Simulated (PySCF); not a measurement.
Homolysis of single bonds, series Sn SiH3-H. Gas-phase values, no solvent. Strings in code marks are SMILES.

The highest occupied spin orbital from two functionals at the same geometries (r2SCAN-D4/def2-SVP), both in PySCF: PBE-D3(BJ)/def2-TZVP and r2SCAN-D4/def2-TZVP. 

| species | PBE-D3(BJ)/def2-TZVP (eV) | r2SCAN-D4/def2-TZVP (eV) |
|---|---|---|
| radical fragment (`[SiH3]`) | -5.29 | -5.65 |
| radical fragment (`[SiH3][SnH][SiH3]`) | -4.95 | -5.29 |
| radical fragment (`[SnH2][SiH3]`) | -5.03 | -5.37 |
| radical fragment (`[SnH3]`) | -5.16 | -5.52 |

Over these rows, drawn at random from the members with no instability flagged (it was tested for open shells, ions and some series alone), PBE minus r2SCAN-D4: mean +0.35 eV, from +0.34 eV to +0.36 eV.
